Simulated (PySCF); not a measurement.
One molecule, many functionals

PH2OH, H3OP.
Atom-mapped SMILES: `[OH:1][PH2:2]` (hydrogens: H3 on O1; H4, H5 on P2)

Linear-response calculations in the def2-SVPD basis (PySCF; singlets by full response, triplets Tamm–Dancoff, core orbitals frozen in the response; HF means time-dependent Hartree–Fock). 'Strongest' is the level of largest summed f among the singlets computed (10 roots, of which the last may lack a degenerate partner); it can jump between rows when another state enters that window. S1 is the lowest singlet of each run and needn't be the same state throughout; f(S1) is that of one state. The structure is a single PBE0-D3(BJ)/def2-SVP conformer in the gas phase; no vibrational or solvent corrections.

| functional | kind | S1 (eV) | f(S1) | strongest (eV) | T1 (eV) | HOMO (eV) | gap (eV) | ionisation energy, ΔSCF (eV) |
| --- | --- | --- | --- | --- | --- | --- | --- | --- |
| LDA | LDA | 5.22 | 0.034 | 6.58 | 4.41 | -6.23 | 4.76 | 9.98 |
| PBE | GGA | 5.28 | 0.035 | 6.63 | 4.34 | -6.16 | 4.86 | 9.83 |
| B3LYP | global hybrid, 20% exact exchange | 5.52 | 0.041 | 7.27 | 4.54 | -7.19 | 6.52 | 10.02 |
| BHandHLYP | global hybrid, 50% exact exchange | 5.83 | 0.051 | 9.57 | 4.67 | -8.52 | 8.93 | 9.97 |
| CAM-B3LYP | range-separated hybrid | 5.64 | 0.045 | 7.39 | 4.57 | -8.75 | 9.28 | 10.06 |
| wB97X-D | range-separated hybrid | 5.77 | 0.049 | 9.34 | 4.77 | -9.29 | 10.69 | 10.04 |
| LC-wPBE | range-separated hybrid | 5.87 | 0.051 | 9.53 | 4.59 | -10.11 | 11.86 | 10.05 |
| HF | Hartree–Fock | 6.25 | 0.068 | 10.51 | 4.63 | -10.26 | 12.71 | not settled |

Problem. What does PBE0 (global hybrid, 25% exact exchange) give?

Solution. S1 (eV) 5.63, f(S1) 0.044, strongest (eV) 7.36, T1 (eV) 4.50, HOMO (eV) -7.38, gap (eV) 6.99, ionisation energy, ΔSCF (eV) 9.94. S1 runs from 5.22 eV (LDA) to 6.25 eV (HF), a spread of 1.03 eV, while the orbital gap spreads over 7.9 eV. Along PBE (0%), B3LYP (20%), PBE0 (25%), BHandHLYP (50%), HF (100%) S1 rises with the share of exact exchange. −ε(HOMO) comes closest to its own ΔSCF ionisation energy with LC-wPBE (+0.06 eV) and misses most with LDA (-3.76 eV). 'Not settled' means that the ion's SCF failed to converge or may have ended in another state than the lowest.
